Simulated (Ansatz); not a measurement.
Energy needed to pull apart CH$_{6}$AlN (SMILES C[NH][AlH2]), singlet, into free ground-state atoms, from the structure below (displaced at random from its PBE0-D4/def2-TZVP minimum); no zero-point or spin–orbit terms; open-shell atoms are treated unrestricted, in their ground-state multiplicity.

C1  (-0.403, 0.944, -0.768)
N2  (0.379, -0.243, -0.343)
Al3  (0.322, -1.105, 1.233)
H4  (-1.024, 0.696, -1.610)
H5  (0.265, 1.804, -1.056)
H6  (-0.960, 1.254, 0.030)
H7  (0.859, -0.628, -1.083)
H8  (1.221, -2.353, 1.381)
H9  (-0.508, -0.410, 2.385)
(Å)

Computed with Ansatz 0.2.0 (basis: def2-TZVPP); correlated methods freeze the cores.

```tsv
method	atomization energy (eV)
PBE-D4	30.61
r2SCAN-D4	30.33
PBE0-D4	30.21
wB97M-V	?
HF	22.11
MP2	?
CCSD	29.31
CCSD(T)	29.65
```

(1) What does wB97M-V give? (An estimate is asked for; the value comes from the calculation.)

(2) What does MP2 give? (An estimate is asked for; the value comes from the calculation.)

T1 diagnostic: at most 0.013.

Answers

(1) Computed: 30.53 eV, which is about 0.88 eV more than CCSD(T)/def2-TZVPP.

(2) By the calculation: 29.75 eV, which is about 0.10 eV more than CCSD(T)/def2-TZVPP.

In triple zeta the MP2 and coupled-cluster atomization energies are still short of their basis limit by a few kcal/mol a bond, whereas those of the functionals are nearly converged, so these differences are not deviations from converged CCSD(T).

For scale, one of the runs: CCSD(T)/def2-TZVPP forces, 188 basis functions (an equivalent command: `ansatz run in.yaml --threads 2`). Hardware: 2 CPU threads, shared host. Wall time 110 s; peak host memory 3.6 GiB.
